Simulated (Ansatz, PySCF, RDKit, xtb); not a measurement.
**CH3BN: from the formula to a structure**

Task: start from the formula CH3BN (odd number of electrons), draw up candidate structures, narrow them down in stages, and characterise the one that lies lowest at 298.15 K.

Plan: many cheap relaxations first (GFN2-xTB), then density-functional screening, relaxation at r2SCAN-D4/def2-SVP, vibrations and a final energy. The numbers are computed, not measured.

6 further runs of the same task are left out: 6 set aside as unsound or not needed.

## Step 1: Candidates

All bonding patterns within simple valence rules are listed by program: one Lewis structure each, at most two rings and one unusual centre or charged pair. O–O, O–halogen and N–halogen bonds and N–N–N chains are not drawn. That gives 27 candidates.

c022 [BH-]1=[C][NH2+]1; c029 [CH2]B=N; c054 [B]1CN1; c075 [BH]N=C; c109 CB=[N]; c131 [B]=CN; c164 [B]=[NH+][CH2-]; c199 [C]#[B-][NH3+]; c204 B=[C]N; c206 [CH2+][BH-]=[N]; c261 BN=[CH]; c282 [BH3-][N+]#[C]; c337 B1[CH]N1; c426 [B]=NC; c455 [BH2-]1[CH+][N]1; c469 [BH2-]1[C]=[NH+]1; c570 [B]1[CH-][NH2+]1; c633 [CH]=BN; c656 [BH]C=N; c691 BC=[N]; c742 [BH3-][C+]=[N]; c744 B[C]=N; c759 [B]C[NH]; c802 [CH+]=[BH-][NH]; c923 [BH][NH+]=[CH-]; c949 B1C[N]1; c958 [B]=[C-][NH3+].

Candidates are built by distance geometry, with a force field where one applies, in up to four conformers (letters a to d). 10 starts with atoms placed at random are added, to find patterns that the rules miss.

**Question.** With final energies at CCSD(T)/def2-TZVP, which structure will this search put lowest in free energy, and by what margin?

| quantity | value |
| --- | --- |
| lowest structure found | [CH2]B=N, doublet, C2v |
| next finalist | [BH]N=C, doublet, 8.4 kcal/mol higher in G |
| share at equilibrium, among the finalists | 100.0 % |
| harmonic wavenumbers, lowest and highest (r2SCAN-D4/def2-SVP) | 314 and 3886 cm⁻¹ |
| rotational constants, same geometry | 9.744, 0.2695, 0.2623 cm⁻¹ |
| dipole moment (PBE0/def2-TZVPD) | 0.67 D |
| HOMO energy (highest over α and β) (PBE0/def2-TZVPD) | -7.12 eV |
| LUMO energy (lowest over α and β) (PBE0/def2-TZVPD) | -2.88 eV |
| lowest excitation (TD-CAM-B3LYP/def2-SVPD) | 3.55 eV (f = 0.000) |
| strongest of the states computed, same level | 3.94 eV (f = 0.056) |
| vertical ionisation energy (to the singlet cation) | 9.57 eV |
| vertical electron affinity | 0.93 eV |
| vertical quartet less doublet | +6.13 eV |

The search ends on `[CH2]B=N`. Among the finalists first place is clear (8.4 kcal/mol); structures outside the list aren't covered. HF/STO-3G, r2SCAN-D4/def2-SVP, r2SCAN-D4/def2-SVP, relaxed, HF/def2-TZVP and MP2/def2-TZVP already put its bonding pattern lowest among the structures in one piece; GFN2-xTB favours the doublet [BH]N=C. The stability test raises a flag; for an open shell a flag towards a general spinor solution can be the free rotation of the spin. The search is not exhaustive (a finite list of starts, one conformer a finalist), so a lower isomer can't be ruled out. Patterns outside the rules of the enumeration were met only by chance.
